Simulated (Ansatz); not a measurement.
Basis-set extrapolation for C$_{4}$H$_{5}$F (`CC1C=C1F`) (PBE0-D4/def2-TZVP geometry, frozen core, Ansatz). Multiplicity 1, RHF reference.

```csv
,def2-TZVPP,def2-QZVPP
HF,-253.807300,-253.818474
MP2 correlation,-0.899023,-0.964112
CCSD(T) correlation,-0.964861,not run
```

Energies in hartree. Use E(X) = E(∞) + A·exp(−7.88·√X) for Hartree–Fock and E(X) = E(∞) + B·X^(−2.97) for correlation, with X = 3 and 4, and add CCSD(T) minus MP2 of the smaller set to the MP2 limit.

Task: What is the CCSD(T) energy at the basis-set limit?

Result: HF limit: -253.818474 + (-0.011174) × 0.13774 = -253.82001. MP2 limit: -0.964112 + (-0.065089) × 0.74074 = -1.01233. Higher-order term: -0.964861 − (-0.899023) = -0.06584. Total: -254.89818 hartree, 330.9 kJ/mol below CCSD(T)/def2-TZVPP.
